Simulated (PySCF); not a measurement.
A spin–spin coupling run with PySCF (density fitting, non-relativistic, gas phase) on SMILES C=CC/C=N/C, C$_{5}$H$_{9}$N:

```
{"job": {"kind": "j", "xc": "B3LYP", "basis": "6-31G*"}, "charge": 0, "multiplicity": 1}
C     -2.913882    -0.311908    -0.017412
C     -1.748257     0.053708     0.517015
C     -0.699611     0.877721    -0.169593
C      0.573374     0.107146    -0.366916
N      1.662654     0.450473     0.173916
C      2.827938    -0.354088    -0.051197
H     -3.632109    -0.921524     0.537154
H     -3.197493    -0.007306    -1.030435
H     -1.500298    -0.273676     1.534577
H     -0.452497     1.770987     0.426181
H     -1.076898     1.210802    -1.151935
H      0.496400    -0.800920    -1.005432
H      3.229764    -0.698370     0.916008
H      3.618035     0.264066    -0.508462
H      2.653468    -1.238947    -0.696714
```

Hardware: 1 thread of an x86-64 server CPU, shared host. The job also computes field gradients.

Q: How large is the calculation?

A: 46 electrons, 102 basis functions and 644 auxiliary functions.

Q: How long does it take?

A: 17 s of wall time, with 13 SCF cycles. Times on a shared host scatter by some tens of per cent.
